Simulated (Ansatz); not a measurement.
A calculation on hcp Hf returned lattice constant a 3.199 Å, lattice parameter c 5.044 Å.

For reference: lattice constant a 3.194 Å (measured, 293 K, not corrected to a static lattice, our sources range from 3.194 to 3.200; as tabulated in Wikipedia's data pages); lattice parameter c 5.051 Å (measured, 293 K, not corrected to a static lattice; as tabulated in Wikipedia's data pages).

Question: Which level of theory produced these numbers?
A. r²SCAN (Ansatz, a quantum-chemistry and plane-wave program)
B. Hartree–Fock (Ansatz)
C. PBE0 (Ansatz)
D. LDA (Ansatz)

Answer: A, r²SCAN (Ansatz)

The others give: Hartree–Fock 3.341 Å, 5.223 Å; LDA 3.119 Å, 4.945 Å; PBE0 3.218 Å, 5.083 Å.

Unless a cell is named, each level is at its own relaxed cell (Hartree–Fock 25.24, LDA 20.83, PBE0 22.80, r²SCAN 22.35 Å³/atom).

Ansatz's density-functional and Hartree–Fock values are scalar-relativistic unless marked +SOC, with PAW data made under PBE.
